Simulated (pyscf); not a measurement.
`[CH3][Si]([Cl])[Cl]` [doublet] + `[H][H]` → `[CH3][SiH]([Cl])[Cl]` + `[H]` [doublet], a hydrogen abstraction (doublet surface; H–H broken, H–Si formed). PySCF, gas phase, ωB97X-D3(BJ)/def2-SVP geometries. Energies in kcal/mol from the separated reactants.

Small-basis levels: PySCF, no dispersion term, spherical d functions. AM1 to PM7: differences of heats of formation from MOPAC. GFN2-xTB: tblite. Open shells are spin-unrestricted. 

```csv
level,barrier,reaction energy
HF/3-21G,22.7,+11.5
HF/6-31G*,18.3,+4.0
MP2/6-31G*,18.6,+6.8
BP86/6-31G*,16.8,+18.8
B3LYP/3-21G,20.6,+21.5
B3LYP/LANL2DZ,…,+20.1
PBE/def2-SVP,12.2,+12.9
GFN2-xTB,…,-8.2
PM7,40.3,+55.5
ωB97M-D3(BJ)/def2-TZVP,…,+10.7
```

Problem. Complete the blanks.

Solution. 
- B3LYP/LANL2DZ, barrier: 19.9
- GFN2-xTB, barrier: 0.1
- ωB97M-D3(BJ)/def2-TZVP, barrier: 15.6

Against the last row the barrier runs from -15.5 (GFN2-xTB) to +24.7 kcal/mol (PM7). At BP86/6-31G*, B3LYP/3-21G, B3LYP/LANL2DZ, PBE/def2-SVP, PM7 this geometry lies under one side, so the entry may be no barrier of that level: it is a single point on another level's saddle. ωB97M-D3(BJ)/def2-TZVP has limits of its own. One saddle was located; it need not be the lowest between these sides. The angle at the transferred H is 180°.
